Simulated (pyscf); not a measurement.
This saddle point was located with ωB97X-D3(BJ)/def2-SVP in PySCF.

```xyz
8

C     -0.3233    -0.0152    -0.2364
Cl     1.2600     0.9172    -1.4827
H      0.5116     0.1165     0.4707
H     -1.0017     0.8113    -0.4289
H     -0.3542    -0.8936    -0.8752
F     -0.5028    -1.7368     1.7486
C     -1.0738    -0.6834     1.2548
F     -1.2318     0.1633     2.2229
```
Charge 0, spin multiplicity 1.

Surface: singlet, charge 0. Lowest wavenumbers (cm⁻¹): 761i, 123, 131, 186, 319.

Task: What reaction is this the transition state of?

Result: H₃C–Cl + F–C:–F [singlet] <-> H₂C=C(F)–F + HCl, a concerted two-bond exchange read from left to right: C–Cl, C–H broken and C–C, Cl–H formed. At CCSD(T)/def2-TZVPP + ΔMP2(QZVPP) it lies +147.0 kJ/mol from the left side and +308.3 kJ/mol from the right (each side as separated species at their lowest minima found). One saddle was located; it need not be the lowest between these sides. A restricted solution here is unstable towards spin polarisation, so biradical character is likely and single-reference numbers are less safe. The CCSD(T) − MP2 part came from Ansatz, without density fitting, on the same reference.
